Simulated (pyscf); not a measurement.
Thermochemistry of product channels of HO–SiH₂–OH + amino radical (NH₂•) on the doublet surface, in kcal/mol, from CCSD(T)/def2-TZVPP + ΔMP2(QZVPP) energies (ideal gas, 1 atm, RRHO with modes under 100 cm⁻¹ raised to 100, one conformer, R ln 2 for chiral ones without a mode under 150 cm⁻¹). PySCF, gas phase, ωB97X-D3(BJ)/def2-SVP geometries. Correlated levels are frozen-core, on RHF or UHF. ΔMP2 is the change of the MP2 total energy from the triple- to the quadruple-zeta basis.

```tsv
products	ΔE	ΔH(298 K)	ΔG(298 K)	ΔG(900 K)
HO–SiH•–OH + ammonia (NH₃)	___	-11.1	-11.9	___
H₂N–SiH(OH)–OH + H atom (H•)	-17.6	-18.3	-15.5	-11.4
```

Task: What belongs in the gaps?

Result: 
- HO–SiH•–OH + ammonia (NH₃), ΔE: -14.4
- HO–SiH•–OH + ammonia (NH₃), ΔG(900 K): -13.2

These are energies of the channels, which say nothing of barriers. The CCSD(T) − MP2 part came from Ansatz, without density fitting, on the same reference.
